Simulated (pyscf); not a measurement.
`[Cl][CH2][SiH2][Cl]` -> `[CH3][SiH]([Cl])[Cl]`, a concerted two-bond exchange (singlet surface; C–Cl, H–Si broken, C–H, Cl–Si formed). Single points on ωB97X-D3(BJ)/def2-SVP structures (PySCF, gas phase). MP2 and CC: frozen core, UHF for open shells. ΔMP2 is the change of the MP2 total energy from the triple- to the quadruple-zeta basis. Energies in eV from the reactant's lowest minimum found.

Small-basis levels: PySCF, no dispersion term, spherical d functions. AM1 to PM7: differences of heats of formation from MOPAC, which are fitted to 298 K values and so differ in kind from electronic energies by zero-point and thermal terms. GFN2-xTB: tblite. Cost: rough CPU time at the saddle relative to B3LYP/6-31G*, from one job on a shared machine.

| level | barrier | reaction energy | cost |
|---|---|---|---|
| HF/3-21G | 3.23 | -1.68 | 0.07 |
| BP86/6-31G* | 2.33 | -1.74 | 2 |
| B3LYP/3-21G | 2.72 | -1.61 | 0.8 |
| B3LYP/LANL2DZ | 2.86 | -1.48 | 0.7 |
| B3LYP/6-311+G** | 2.53 | -1.74 | 2 |
| PBE/def2-SVP | 2.33 | -1.80 | 1 |
| GFN2-xTB | 2.90 | -1.29 | under 0.02 |
| PM3 | 2.69 | -1.74 | under 0.02 |
| PM7 | 2.83 | -1.43 | under 0.02 |
| CCSD(T)/def2-TZVPP + ΔMP2(QZVPP) | 2.62 | -1.87 | – |

Against the last row the barrier runs from -0.29 (BP86/6-31G*) to +0.60 eV (HF/3-21G). CCSD(T)/def2-TZVPP + ΔMP2(QZVPP) has limits of its own. On the reactant side the descent ends in a point that may be a rotor saddle (no frequency run), 0.05 eV over the lowest minimum found and 2.61 eV under the saddle at ωB97X-D3(BJ)/def2-TZVP. One saddle was located; it need not be the lowest between these sides. The CCSD(T) − MP2 part came from Ansatz, without density fitting, on the same reference.
